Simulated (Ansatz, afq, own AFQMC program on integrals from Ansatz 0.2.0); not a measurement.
ZrB, sextet in def2-TZVPP, levels against CCSDT(Q)

```xyz
2

Zr    0.0000    0.0000    0.0000
B     0.0000    0.0000    2.1472
```

Basis def2-TZVPP with its core potentials. Noble-gas cores (and the filled d shells of Ga–Kr and In–Xe) are frozen. Integrals, coupled cluster, full CI and functionals: Ansatz 0.2.0; the random walks run on the same integrals in our own AFQMC program. ph-AFQMC/CISD is guided by a CISD state made of CCSD amplitudes; releasing the constraint for a short imaginary time cuts its bias at the price of noise, slowly where states lie close. Free AFQMC starts from the CCSD state and is never constrained. Its projection time is finite, and what remains of the start isn't in its error. Error bars are statistical, one sigma. No spin–orbit coupling. The metal's outer-core s and p shells are frozen, which shifts wave-function levels against functionals.

Determinant: UHF, the one that the program's search chose, which needn't be the lowest solution. The geometry is a PBE0/def2-TZVP stationary point of this or a neighbouring charge and spin state.

No full CI on the walks' own integrals is used here; CCSDT(Q) serves as the reference and is uncertain by about the last step of the cluster series.

Cautions: no spin-orbit coupling; outer-core shells of the metal frozen; lower spins were not checked; higher spins were not checked; raised T1 diagnostic (T1 0.042, weight of the determinant 0.87, largest double 0.06); (T) is large, 7 % of the CCSD correlation; the released energies are still falling, so no released level is given (meV from the phaseless value at times in 1/Eh: -12 ± 5 at 0.24, -24 ± 3 at 0.50, -45 ± 3 at 1.00, -60 ± 3 at 1.50); the ph-AFQMC/CISD walk drifts between its halves (2.7 errors).

- T1 diagnostic: 0.0421
- weight of the determinant in the CISD state: 0.870
- ⟨S²⟩ of the determinant: 8.760
- size of the correlated space: 7 electrons in 82 orbitals

Reference: CCSDT(Q), correlation energy -4.110 eV.

| level | E − E(reference) (kJ/mol) | share of correlation (%) |
| --- | --- | --- |
| HF | 396.6 | 0.00 |
| MP2 | 80.4 | 79.73 |
| CCSD | 31.3 | 92.11 |
| CCSD(T) | 5.8 | 98.55 |
| CCSDT | 2.1 | 99.47 |
| ph-AFQMC/HF | 38.5 ± 2.1 | 90.30 |
| ph-AFQMC/CISD | 8.8 ± 0.4 | 97.79 |
| free AFQMC | 0.5 ± 0.7 | 99.88 |

Free projections are given only where their last times agree within the noise and don't stop above the reference; a slow remainder of the start can still hide under it. A walk keeps the symmetry of its determinant, which the program's search chose and which needn't be the lowest solution, so a lower state of the same spin and another symmetry isn't excluded.
